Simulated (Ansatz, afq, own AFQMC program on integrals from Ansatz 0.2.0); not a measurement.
**CO, triplet → CO⁺, doublet**

| atom | x (Å) | y (Å) | z (Å) |
| --- | --- | --- | --- |
| O | 0.0000 | 0.0000 | 0.0000 |
| C | 0.0000 | 0.0000 | 1.1955 |

E(doublet, charge +1) − E(triplet, charge +0) at this geometry, on UHF and UHF determinants.

Basis 6-31G. Noble-gas cores (and the filled d shells of Ga–Kr and In–Xe) are frozen. Integrals, coupled cluster, full CI and functionals: Ansatz 0.2.0; the random walks run on the same integrals in our own AFQMC program. ph-AFQMC/CISD is guided by a CISD state made of CCSD amplitudes; releasing the constraint for a short imaginary time cuts its bias at the price of noise, slowly where states lie close. ± is one standard error of the sampling. The errors of all members are added in quadrature.

Full CI on the same integrals is exact in this basis and with this determinant's frozen core.

Errors are counted within 6-31G, not against nature.

Cautions: CO (triplet): lower spins were not checked, strong correlation (T1 0.061, weight of the determinant 0.84, largest double 0.13), unrestricted determinant spin contaminated (⟨S²⟩ 2.28 against 2.00), its ph-AFQMC/CISD value lies 40 ± 5 meV above full CI; CO⁺ (doublet): strong correlation (T1 0.090, weight of the determinant 0.76, largest double 0.13), unrestricted determinant spin contaminated (⟨S²⟩ 1.37 against 0.75), CCSD(T) is in doubt: in a space of 9 electrons in 8 natural orbitals full CI lies 121 meV below it, the released energies have errors that jump between times, so the bars are unsure, so no released level is given (meV from the phaseless value at times in 1/Eh: -12 ± 5 at 0.24, -28 ± 4 at 0.51, -32 ± 3 at 0.99, -49 ± 12 at 1.62, -40 ± 3 at 2.40), the ph-AFQMC/HF walk drifts between its halves (2.2 errors), its ph-AFQMC/CISD value lies 24 ± 5 meV above full CI.

Reference (full CI): 7.654 eV.

```
        level  vertical ionization energy (eV)  error against FCI (eV)
           HF                            8.562                   0.907
          MP2                            8.179                   0.524
         CCSD                            7.809                   0.154
      CCSD(T)                            7.750                   0.096
  ph-AFQMC/HF                    7.696 ± 0.033           0.042 ± 0.033
ph-AFQMC/CISD                    7.638 ± 0.007          -0.017 ± 0.007
```

Correlation beyond CCSD(T) takes off 0.096 eV. The perturbative (T) step is worth −0.058 eV. Where the cautions show a poor determinant, the low rows tell how each method copes with it, not its usual error.

A walk keeps the symmetry of its determinant, which the program's search chose and which needn't be the lowest solution, so a lower state of the same spin and another symmetry isn't excluded.
